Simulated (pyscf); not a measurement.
•H₂Si–O–SiH₃ + water (H₂O) → HO–SiH•–O–SiH₃ + hydrogen (H₂), a four-centre exchange (doublet surface; H–Si, H–O broken, O–Si, H–H formed). Optimised with ωB97X-D3(BJ)/def2-SVP in PySCF. Energies in kJ/mol from the separated reactants.

Small-basis levels: PySCF, no dispersion term, spherical d functions. AM1 to PM7: differences of heats of formation from MOPAC, which are fitted to 298 K values and so differ in kind from electronic energies by zero-point and thermal terms. GFN2-xTB: tblite. Open shells are spin-unrestricted. 

```tsv
level	barrier	reaction energy
HF/STO-3G	310.7	-44.4
HF/3-21G	198.2	-102.9
HF/6-31G*	236.8	-71.7
MP2/6-31G*	163.3	-104.1
B3LYP/3-21G	99.3	-129.0
B3LYP/LANL2DZ	181.8	-63.5
B3LYP/6-31G*	139.3	-94.7
B3LYP/def2-SVP	127.4	-79.4
GFN2-xTB	184.1	-60.4
AM1	200.7	-75.7
PM3	128.6	-190.9
PM6	28.2	-205.6
ωB97M-D3(BJ)/def2-TZVP	131.8	-85.6
```

Against the last row the barrier runs from -103.5 (PM6) to +178.9 kJ/mol (HF/STO-3G). ωB97M-D3(BJ)/def2-TZVP has limits of its own. At the saddle there is also a short H–Si contact that neither side keeps. The same reactants have a lower exit, to HO–SiH₂–O–SiH₃ + H• (barrier +82.6 kJ/mol at ωB97M-D3(BJ)/def2-TZVP, against +131.8 kJ/mol here). One saddle was located; it need not be the lowest between these sides.
